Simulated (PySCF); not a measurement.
Compound: C2H3N.
SMILES with atom numbers: `[C-:1]#[N+:2][CH3:3]` (hydrogens: H4, H5, H6 on C3)

Structure used (PBE0-D3(BJ)/def2-SVP), in Å, numbered top down from 1:
```
atom  x, y, z in Å
C1     2.1038    0.2082    0.0067
N2     0.9383    0.0838   -0.0034
C3    -0.4605   -0.0664   -0.0156
H4    -0.7556   -0.8281   -0.7525
H5    -0.8192   -0.3790    0.9762
H6    -0.9437    0.8855   -0.2807
```

Computed, not measured: TDDFT CAM-B3LYP/def2-SVPD, vertical, gas phase, core orbitals frozen in the response (PySCF).

Transition dipole moments from the ground state, in atomic units and in the frame of the coordinates above (overall signs are arbitrary), for the states with f of 0.002 or more among the lowest 9:

| state | E (eV) | μx | μy | μz |
| --- | --- | --- | --- | --- |
| S2 | 8.188 | 0.027 | -0.201 | -0.583 |
| S3 | 8.189 | 0.060 | -0.580 | 0.203 |
| S6 | 8.707 | -0.344 | -0.038 | -0.003 |
| S7 | 8.978 | 0.013 | -0.124 | -0.107 |
| S8 | 8.979 | -0.010 | 0.106 | -0.124 |
| S9 | 10.288 | 1.291 | 0.138 | 0.011 |

(1) What oscillator strength does each state have?

(2) Label these states by symmetry in C3v.

(3) What angle do the transition dipoles of S6 and S9 make?

(4) What peak molar absorption coefficient would the strongest computed level give as a lone Gaussian band 0.4 eV wide at half height?

Answers

(1) f = (2/3) ΔE |μ|² with ΔE in hartree (27.2114 eV).

```csv
state,|μ|² (au),|μ| (D),f
S2,0.381,1.57,0.076
S3,0.381,1.57,0.076
S6,0.120,0.88,0.025
S7,0.027,0.42,0.006
S8,0.027,0.42,0.006
S9,1.685,3.30,0.425
```

(2) Polarised along the main axis, so A1: S6 and S9. Polarised across the main axis, so E: S2, S3, S7 and S8.

(3) |cos θ| = |μa·μb| / (|μa| |μb|) = 1.00, so θ ≈ 0° (taken between 0 and 90°, since the signs are arbitrary).

(4) ε(max) = 2.175×10⁸ f / FWHM, with the width in cm⁻¹. S9: 2.175×10⁸ × 0.4248 / 3226 ≈ 29000 L mol⁻¹ cm⁻¹.

S2/S3 and S7/S8 coincide within about 0.01 eV; within a degenerate level the directions of the single components are arbitrary.

All these states lie below the vertical ionisation energy of 11.41 eV (ΔSCF).
